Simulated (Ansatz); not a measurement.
Reactions of C₄H₇N, SMILES `CC#CNC`.

Calculated with Ansatz (gas phase, PBE0-D4/def2-TZVP geometries, no zero-point term in ΔE). CCSD(T)/CBS adds triple-zeta CCSD(T) − MP2 to the extrapolated MP2 energy (def2 sets, frozen cores). This one scheme is used for every species. DFT in def2-TZVPP. Each species was taken in one conformer, which may not be the lowest.

```csv
reaction,MP2/CBS(def2) (eV),PBE-D4 (eV),CCSD/CBS(def2) (eV)
`CC#CNC` → `C=NC(=C)C`,-0.75,-0.85,-0.83
`CC#CNC` + H₂ → `C#CNC` + CH₄,-0.51,-0.47,-0.58
`CC#CNC` → `CCCC#N`,-1.95,-1.73,-1.96
`CC#CNC` + `CNCN` → `CNCNC` + `C#CNC`,0.52,0.54,0.49
```

(1) Give the CCSD(T)/CBS values in the same order. (An estimate is asked.)

Largest T1 diagnostic: 0.012, for `C=NC(=C)C`.

Results:

(1) Ansatz gave: -0.87, -0.55, -1.96, 0.48 eV.
